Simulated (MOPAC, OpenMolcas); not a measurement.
**How methods differ on CH4FSi (SMILES [CH2][SiH2]F)**

CH4FSi: 7 atoms, total charge 0, spin state doublet. As SMILES, `[CH2][SiH2]F`. The coordinates come from a PBE0-D4/def2-TZVP relaxation. This is one conformer, not always the lowest.

```csv
atom,x (Å),y (Å),z (Å)
C,-0.8719,0.2811,-0.6158
Si,0.5886,-0.1573,0.3925
F,0.6526,-1.7495,0.5505
H,-1.5360,-0.4660,-1.0385
H,-1.1360,1.3107,-0.8379
H,0.5099,0.4306,1.7553
H,1.8540,0.2825,-0.2517
```

Each level gives the dipole moment (D). The values are calculated.

```tsv
level	kind	program	value (D)	CPU time
PM7	semi-empirical	MOPAC	2.21	under 2 s
UHF/6-311+G**	Hartree–Fock	OpenMolcas	2.05	16 s
USVWN5/6-311+G**	LDA	OpenMolcas	1.82	39 s
U-revPBE/6-311+G**	GGA	OpenMolcas	1.76	59 s
UPBE/6-311+G**	GGA	OpenMolcas	1.78	59 s
U-r2SCAN/6-311+G**	meta-GGA	OpenMolcas	1.84	74 s
UB3LYP/6-311+G**	global hybrid	OpenMolcas	1.87	58 s
```

The values span 1.76 to 2.21 D. Magnitudes only. Times are those of the runs behind each value, whatever else they computed, on shared processors of several kinds: orders of magnitude only.
